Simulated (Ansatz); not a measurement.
# CHNa (singlet): wave-function methods side by side at angle Na2–C1–H3 = 180.0°, 6-31G

One table from this session's results is given with a row withheld; the runs are named, their logs left out.

Computed with Ansatz 0.2.0, Gaussian basis. Level: 6-31G, core rule «outside noble gas», up to 6 orbitals frozen.

To be run: UHF; CCSD(T) on RHF; CCSD(T) on UHF; BCCD(T) on RHF; CISD; CCSDT(Q) on RHF; CCSDT(Q) on UHF; CCSDTQ on RHF; CCSDTQ on UHF; CASSCF and MRCISD+Q, 2 electrons in 2 orbitals; CASSCF and NEVPT2, 2 electrons in 2 orbitals; Full CI.

30 further runs of the same task are left out: 16 for a known fault of the program, 10 that didn't finish, 4 set aside as unsound or not needed. Runs told in other sessions of the task aren't counted.

## What is computed

The geometry derives from a PBE0/def2-TZVP stationary point (not a proven minimum). One angle is set to the value named; bond lengths are kept.

3 atoms, charge 0, spin multiplicity 1.

Atoms are counted from 1 here; the program's logs count them from 0.

Bond lengths: C1–Na2 2.359 Å, C1–H3 1.119 Å. Angles: Na2–C1–H3 180.0°.

The first run:

File in.yaml:

```yaml
crystal:
  periodic: [false, false, false]
  atoms:
    - {symbol: C, position_ang: [0.000000, 0.000000, -0.413430]}
    - {symbol: Na, position_ang: [0.000000, 0.000000, 1.945743]}
    - {symbol: H, position_ang: [0.000000, 0.000000, -1.532313]}
basis:
  gaussian: {orbitals: 6-31G}
magnetization: {spin_polarized: true, initial_magnetization: 0}
hamiltonian: {xc: hf}
output: {orbitals: {seedname: orbitals}}
```

Started as:

```bash
$ ansatz run in.yaml --threads 1 --pin off --events-out ev --progress --plain --max-ram 2393MiB
```

Steps of the session up to this table: UHF; CCSD(T) on RHF; CCSD(T) on UHF; BCCD(T) on RHF; CISD; CCSDT(Q) on RHF; CCSDT(Q) on UHF; CCSDTQ on RHF; CCSDTQ on UHF; CASSCF and MRCISD+Q, 2 electrons in 2 orbitals; CASSCF and NEVPT2, 2 electrons in 2 orbitals; Full CI.

One table of the session follows, with a row left open; its other results are not shown here.

It belongs to the step «Misses and costs». 

| method | from FCI (kcal/mol) |
| --- | --- |
| RHF | ? |
| RMP2 | +18.66 |
| CISD | +8.89 |
| RCCSD | +5.90 |
| RCCSD(T) | +3.31 |
| BCCD(T) | +3.38 |
| RCCSDT | +0.64 |
| RCCSDT(Q) | -0.25 |
| RCCSDTQ | +0.03 |
| CASSCF pair | +48.99 |
| NEVPT2 pair | +12.26 |
| MRCISD pair | +3.22 |
| MRCISD+Q pair | +0.27 |
| FCI | 0 |

Estimate the missing values for RHF.

As computed: from FCI (kcal/mol): +63.41. In the column «from FCI (kcal/mol)» it is the highest.

Left out of the table: UHF, UMP2, UCCSD, UCCSD(T), UCCSDT, UCCSDT(Q), UCCSDTQ (another determinant or state than the rows shown). UCCSDT(Q) lies 1.40 eV below the table's zero, so the state tabled may not be the lowest.

Caveats from the session: The report flags that the cluster equations may have other roots. The program flags RCCSDT(Q), RCCSDTQ as in doubt, so those rows may rest on another solution. RCCSDT(Q) falls below full CI, which methods that aren't variational can do.
